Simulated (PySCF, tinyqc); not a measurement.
Inside a calculation. Method: RHF in the sto-3g basis, for BH, spin multiplicity 1. The lowest restricted solution is unstable here: a spin-polarised one lies 0.0018 hartree lower (PySCF). One step of it, computed by the program tinyqc.

Task: Iteration 3: building the Fock matrix. J_ij = sum D_kl (ij|kl), K_ij = sum D_kl (ik|jl); F = H + J - 0.5 K; E = tr D H + tr D J / 2 - 0.25 tr D K + E_nn.

D after iteration 2, lower triangle:
```
            1B 1s     1B 2s     1B 2px    1B 2py    1B 2pz     2H 1s
1B 1s    2.119974
1B 2s   -0.453506  1.713044
1B 2px   0.000000  0.000000   1.998822
1B 2py   0.000000  0.000000  -0.048519  0.001178
1B 2pz  -0.033471  0.105746   0.000000  0.000000  0.006543
2H 1s   -0.201232  0.663721   0.000000  0.000000  0.041041  0.257485
```

core Hamiltonian H = T + V (hartree), lower triangle:
```
             1B 1s      1B 2s     1B 2px     1B 2py     1B 2pz      2H 1s
1B 1s   -12.553385
1B 2s    -3.249894  -3.644718
1B 2px    0.000000   0.000000  -2.841481
1B 2py    0.000000   0.000000   0.000000  -2.841481
1B 2pz   -0.005071  -0.051795   0.000000   0.000000  -2.866377
2H 1s    -0.066158  -0.288276   0.000000   0.000000  -0.350773  -1.627984
```

Two-electron integrals (ij|kl) in chemists' order, unique and non-zero (hartree):
```
(11|11) 2.923513   (21|11) 0.518376   (21|21) 0.109262   (22|11) 0.744229
(22|21) 0.193177   (22|22) 0.544804   (31|31) 0.020264   (32|31) 0.029996
(32|32) 0.120346   (33|11) 0.742491   (33|21) 0.193240   (33|22) 0.544682
(33|33) 0.586773   (41|41) 0.020264   (42|41) 0.029996   (42|42) 0.120346
(43|43) 0.031630   (44|11) 0.742491   (44|21) 0.193240   (44|22) 0.544682
(44|33) 0.523513   (44|44) 0.586773   (51|51) 0.020264   (52|51) 0.029996
(52|52) 0.120346   (53|53) 0.031630   (54|54) 0.031630   (55|11) 0.742491
(55|21) 0.193240   (55|22) 0.544682   (55|33) 0.523513   (55|44) 0.523513
(55|55) 0.586773   (61|11) 0.010209   (61|21) 0.002153   (61|22) 0.003849
(61|33) 0.003830   (61|44) 0.003830   (61|51) 0.000181   (61|52) 0.000336
(61|55) 0.003887   (61|61) 0.000044   (62|11) 0.044013   (62|21) 0.011713
(62|22) 0.039090   (62|33) 0.037872   (62|44) 0.037872   (62|51) 0.001268
(62|52) 0.009201   (62|55) 0.041481   (62|61) 0.000251   (62|62) 0.005313
(63|31) 0.000832   (63|32) 0.004533   (63|53) 0.001523   (63|63) 0.000406
(64|41) 0.000832   (64|42) 0.004533   (64|54) 0.001523   (64|64) 0.000406
(65|11) 0.053001   (65|21) 0.014215   (65|22) 0.049331   (65|33) 0.047152
(65|44) 0.047152   (65|51) 0.001994   (65|52) 0.014085   (65|55) 0.053632
(65|61) 0.000311   (65|62) 0.007589   (65|65) 0.011048   (66|11) 0.232276
(66|21) 0.062555   (66|22) 0.231733   (66|33) 0.223815   (66|44) 0.223815
(66|51) 0.005061   (66|52) 0.050951   (66|55) 0.247414   (66|61) 0.001322
(66|62) 0.047311   (66|65) 0.072962   (66|66) 0.774606
```

nuclear repulsion = 1.16149520 hartree

Give: Coulomb J; exchange K; Fock matrix F; total energy of this density.

Result:

Coulomb J (hartree), lower triangle:
```
         1B 1s   1B 2s   1B 2px  1B 2py  1B 2pz   2H 1s
1B 1s   8.6108
1B 2s   1.7505  3.5428
1B 2px  0.0000  0.0000   3.6190
1B 2py  0.0000  0.0000  -0.0031  3.4926
1B 2pz  0.0081  0.0498   0.0000  0.0000  3.5043
2H 1s   0.0347  0.2473   0.0000  0.0000  0.3111  1.5600
```

exchange K (hartree), lower triangle:
```
          1B 1s   1B 2s   1B 2px  1B 2py  1B 2pz   2H 1s
1B 1s    5.9542
1B 2s    1.1042  1.2805
1B 2px   0.0000  0.0000   1.4009
1B 2py   0.0000  0.0000  -0.0269  0.2919
1B 2pz  -0.0026  0.1028   0.0000  0.0000  0.3141
2H 1s    0.0178  0.2386   0.0000  0.0000  0.0917  0.2791
```

Fock matrix F (hartree), lower triangle:
```
          1B 1s    1B 2s  1B 2px  1B 2py   1B 2pz    2H 1s
1B 1s   -6.9197
1B 2s   -2.0515  -0.7422
1B 2px   0.0000   0.0000  0.0770
1B 2py   0.0000   0.0000  0.0104  0.5052
1B 2pz   0.0043  -0.0534  0.0000  0.0000   0.4809
2H 1s   -0.0403  -0.1603  0.0000  0.0000  -0.0855  -0.2075
```

total energy of this density = -24.147047 hartree
